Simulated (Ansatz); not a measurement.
## Nudged elastic band run: C₃H₅N

The input (input.yaml):

```yaml
crystal:
  periodic: [false, false, false]
  atoms:
    - { symbol: "N", position_ang: [-0.341965, 1.304485, -0.818508] }
    - { symbol: C, position_ang: [0.112786, 0.194009, -0.19138] }
    - { symbol: C, position_ang: [1.0225, -0.714629, 0.057061] }
    - { symbol: C, position_ang: [-0.349333, -0.931896, 0.663242] }
    - { symbol: H, position_ang: [0.346215, 1.939682, -1.208378] }
    - { symbol: H, position_ang: [-1.160219, 1.753477, -0.4245] }
    - { symbol: H, position_ang: [2.012171, -1.138089, -0.079015] }
    - { symbol: H, position_ang: [-0.517701, -0.762607, 1.744329] }
    - { symbol: H, position_ang: [-1.036054, -1.690731, 0.24015] }
basis:
  gaussian: { orbitals: def2-SVP }
hamiltonian:
  xc: r2scan
  dispersion: d4
neb:
  order_check: false
  images: 9
  f_tol: 0.03
  max_iterations: 40
  initial_path: linear
  final_atoms:
    - { symbol: "N", position_ang: [-0.24469036, 1.45549809, -0.55781845] }
    - { symbol: C, position_ang: [0.13080688, 0.22273134, -0.14193723] }
    - { symbol: C, position_ang: [1.0084366, -0.73535259, 0.02022683] }
    - { symbol: C, position_ang: [-0.34721673, -0.92831786, 0.66938611] }
    - { symbol: H, position_ang: [0.32438383, 1.90441407, -1.26791995] }
    - { symbol: H, position_ang: [-1.23953371, 1.6300187, -0.63817614] }
    - { symbol: H, position_ang: [2.00403742, -1.14976172, -0.10010459] }
    - { symbol: H, position_ang: [-0.46677133, -0.8109629, 1.76396032] }
    - { symbol: H, position_ang: [-1.0810526, -1.63456614, 0.2353841] }
```

Run as:

```bash
$ ansatz run input.yaml --threads 1 --pin off --max-ram 2048MiB --backend cpu --events-out ev --progress --plain --runs-dir out
```

Output, in part (warnings, iteration lines, the closing report on the highest movable image, with atoms numbered from 0):

```
NEB end point (image 0): max|allowed force component| = 7.934e-3 eV/Å (the criterion of neb.relax_end_points is 1.000e-2)
NEB end point (image 10): max|allowed force component| = 5.919e-3 eV/Å (the criterion of neb.relax_end_points is 1.000e-2)
NEB iter   1: max|band force component| = 1.845e0 eV/Å  barrier→ = 0.0564 eV  barrier← = 0.0564 eV  Δτ_max = 0.0245 Å  (297 SCF iters)
NEB iter   2: max|band force component| = 3.759e-1 eV/Å  barrier→ = 0.0152 eV  barrier← = 0.0152 eV  CI = image 5  Δτ_max = 0.0067 Å  (288 SCF iters)
NEB iter   3: max|band force component| = 1.179e-1 eV/Å  barrier→ = 0.0125 eV  barrier← = 0.0125 eV  CI = image 5  Δτ_max = 0.0059 Å  (288 SCF iters)
NEB iter   4: max|band force component| = 3.392e-2 eV/Å  barrier→ = 0.0120 eV  barrier← = 0.0121 eV  CI = image 5  Δτ_max = 0.0044 Å  (288 SCF iters)
NEB iter   5: max|band force component| = 9.638e-3 eV/Å  barrier→ = 0.0119 eV  barrier← = 0.0119 eV  CI = image 5  Δτ_max = 0.0000 Å  (710 SCF iters)
Total energy: -4673.71567481 eV, -171.7558830909 hartree
Atom 0 at    -0.279583     1.380207    -0.676716 Å, force    -0.005513     0.003133     0.000389 eV/Å
Atom 1 at     0.129362     0.204324    -0.166477 Å, force     0.006340     0.002783    -0.004114 eV/Å
Atom 2 at     1.015855    -0.740929     0.029955 Å, force    -0.003610    -0.002054     0.002614 eV/Å
Atom 3 at    -0.346809    -0.934473     0.661832 Å, force    -0.000019    -0.001498     0.000868 eV/Å
Atom 4 at     0.339482     1.950497    -1.237351 Å, force    -0.002605    -0.001747     0.001979 eV/Å
Atom 5 at    -1.217337     1.712801    -0.506075 Å, force     0.005500    -0.002453    -0.000700 eV/Å
Atom 6 at     2.003415    -1.168508    -0.105913 Å, force     0.000459     0.000704    -0.000595 eV/Å
Atom 7 at    -0.486861    -0.794178     1.751704 Å, force    -0.000377     0.000448    -0.000466 eV/Å
Atom 8 at    -1.069125    -1.656039     0.232043 Å, force    -0.000175     0.000683     0.000025 eV/Å
Dipole moment:    -0.127553     0.467025    -0.216008 e Å
```

The run converged. Another band between the same ends (9 images) ends at a top of the same energy, where a vibrational analysis finds 1 clearly imaginary mode.

Final band (atoms are numbered from 1 in the order of the input):

```tsv
image	path coordinate (Å)	energy (kJ/mol)	height of N1 over the plane of its neighbours (Å)
0	0.00	0.0	-0.21
1	0.05	0.1	-0.18
2	0.09	0.4	-0.14
3	0.14	0.8	-0.09
4	0.18	1.0	-0.05
5	0.23	1.2	0.00
6	0.27	1.0	0.05
7	0.32	0.8	0.09
8	0.36	0.4	0.14
9	0.41	0.1	0.18
10	0.46	0.0	0.21
```

Run time: 3.4 min on 1 thread of Arm Neoverse V1, with other jobs on the host, peak memory 0.16 GiB.
